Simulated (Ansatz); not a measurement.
Results of r²SCAN-D4 (Ansatz, a quantum-chemistry and plane-wave program, PAW) for chalcopyrite CdGeAs2.

Run with plane-wave cutoff 560 eV, 8×8×8 k mesh, Fermi–Dirac smearing 0.01 eV, scalar-relativistic PAW data made under PBE.

Shape and atoms are relaxed at each volume.

Pressure at four volumes; x = ln(V/24.968 Å³). One pressure is withheld.

```tsv
V (Å³/atom)	x	P (GPa)
23.969	-0.0408	?
24.469	-0.0202	1.35
24.968	0.0000	0.00
25.967	0.0392	-2.25
```

Pass a parabola P(x) through the three rows shown, estimate the bulk modulus and its pressure derivative near zero pressure, and predict the withheld pressure.

Slopes between the rows: (0.00 − (1.35))/(0.0000 − (-0.0202)) = -66.83 and (-2.25 − (0.00))/(0.0392 − (0.0000)) = -57.40 GPa. Their difference over the span 0.0594 is c = 9.43/0.0594 = 158.8 GPa, so P(x) = 1.35 + (-66.83)(x − (-0.0202)) + 158.8 (x − (-0.0202))(x − (0.0000)). At the middle row B = −dP/dx = −[-66.83 + 158.8 × 0.0202] = 63.6 GPa, and B′ = dB/dP = 2c/B = 5.0. At x = -0.0408 the parabola gives 2.86 GPa; the run gives 2.85 GPa. The Birch–Murnaghan fit to the energies at all volumes has B0 = 63.3 GPa and B′ = 4.8.

Measured, for comparison: bulk modulus 69.9 GPa (temperature not stated, no zero-point or thermal correction; as tabulated in Toher et al. (2017), arXiv:1611.05714). Computed less measured: bulk modulus -9 %.
